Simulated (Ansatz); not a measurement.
Rutile SnO2, treated with PBE+SOC in Ansatz (PAW).

Run with plane-wave cutoff 520 eV, 6×6×8 k mesh (along the axes of the cell as run), PAW data made under PBE.

Computed at the level's own relaxed cell.

Hill averages of the elastic tensor: K = 171.9 GPa, G = 84.3 GPa. Volume 12.575 Å³/atom, mean atomic mass 50.236 u.

Task: Work out the density, the sound velocities of a polycrystal and the elastic Debye temperature at this level.

Result: ρ = 1.66054 × 50.236/12.575 = 6.634 g/cm³. v_l = √[(K + 4G/3)/ρ] = 6.546 km/s and v_t = √(G/ρ) = 3.565 km/s. The mean follows from 3/v_m³ = 1/v_l³ + 2/v_t³: v_m = 3.977 km/s. Θ_D = (ħ/k_B) v_m (6π²/V)^(1/3) = 76.38 K Å s/km × 3.977 × 1.6762 Å⁻¹ = 509 K, counting all atoms of the cell.

Measured, for comparison: Voigt–Reuss–Hill shear modulus 102 GPa (temperature not stated, no zero-point or thermal correction, Hill average of measured single-crystal constants; as tabulated in Oses et al. (2018), arXiv:1811.08464). Computed (rounded) less measured: Voigt–Reuss–Hill shear modulus -17 %.

Ansatz is an electronic-structure program.
